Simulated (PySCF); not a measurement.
# A diatomic session: AlH+

One job finds the state of AlH+, follows it along the bond with each method and fits the curves.

The runs use PySCF 2.14.0; Al def2-TZVP, H def2-TZVP, no relativity.

## Step 1: The job

A driver script around PySCF takes these settings:

| Quantity | Value |
| --- | --- |
| atoms | Al, H |
| charge | 1 |
| basis | Al def2-TZVP, H def2-TZVP |
| Hamiltonian | no relativity |
| basis functions | 43 |
| electrons treated | 13 |
| masses in u | 26.9815, 1.0078 |
| levels | PBE0, PBE, r²SCAN, BLYP, B2PLYP, LDA, CAM-B3LYP, HF, MP2, SCS-MP2, CCSD, CCSD(T) |
| grid | 80 radial by 434 angular points |
| occupations | held fixed by the projection of orbital angular momentum |
| dissociation limit | Al+ + H, each in its ground configuration |
| starting distance in angstrom | 1.615 |
| values of 2S to try | 1, 3 |

Run with:

```console
> OMP_NUM_THREADS=1 python dia.py task.json out
```

After this run come: PBE0 along the bond; Excited determinants; PBE; r²SCAN (meta-GGA); BLYP (GGA); B2PLYP; LDA (local density); CAM-B3LYP (range-separated hybrid); UHF (mean field); Adding correlation.

What does the calculation give? Wanted: for each run, Re; ωe; De; μ.

The runs gave:

Lowest PBE0 solution found, without spin–orbit coupling: ²Σ⁺ (doublet), unpaired electrons σ ↑. The other levels ran on it alone.

| level | Re (Å) | ωe (cm⁻¹) | De (eV) | μ (D) |
| --- | --- | --- | --- | --- |
| UHF | 1.590 | 1781 | 0.63 | -0.58 |
| UHF-MP2 | 1.588 | 1837 | 0.73 | n/a |
| UHF-SCS-MP2 | 1.588 | 1842 | 0.72 | n/a |
| UHF-CCSD | 1.612 | 1664 | 0.75 | n/a |
| UHF-CCSD(T) | 1.613 | 1667 | 0.76 | n/a |
| LDA | 1.643 | 1567 | 1.15 | -0.21 |
| PBE | 1.638 | 1586 | 0.94 | -0.27 |
| BLYP | 1.641 | 1542 | 0.91 | -0.29 |
| r²SCAN | 1.613 | 1689 | 1.17 | -0.43 |
| PBE0 | 1.619 | 1664 | 0.95 | -0.35 |
| CAM-B3LYP | 1.614 | 1656 | 0.94 | -0.36 |
| B2PLYP | 1.611 | 1673 | 0.86 | -0.44 |

De is counted to Al+ + H in their ground configurations. A positive dipole points from Al to H; in an ion it is taken about the centre of mass and does not tell which atom is negative.

Differences from CCSD(T) in the same basis:

| level | Re (mÅ) | ωe (%) |
| --- | --- | --- |
| UHF | -23 | +6.8 |
| UHF-MP2 | -25 | +10.2 |
| UHF-SCS-MP2 | -25 | +10.5 |
| UHF-CCSD | -1 | -0.2 |
| LDA | +30 | -6.0 |
| PBE | +25 | -4.8 |
| BLYP | +28 | -7.5 |
| r²SCAN | 0 | +1.3 |
| PBE0 | +6 | -0.2 |
| CAM-B3LYP | +1 | -0.6 |
| B2PLYP | -2 | +0.4 |

Against CCSD(T) in the same basis, the bond length is nearest at r²SCAN (0 mÅ) and farthest at LDA (+30 mÅ); the wavenumber is nearest at UHF-CCSD and PBE0 (-0.2 %) and farthest at UHF-SCS-MP2 (+10.5 %). Hartree–Fock makes the bond too short and too stiff against this reference, as it mostly does. PBE gives a bond that is too long and too soft, as GGAs tend to. Among the levels with a De in the table, it runs from 0.63 eV (UHF) to 1.17 eV (r²SCAN).

Correlated steps freeze 5 core orbitals. B2PLYP dipoles, levels and charges come from its SCF part alone.
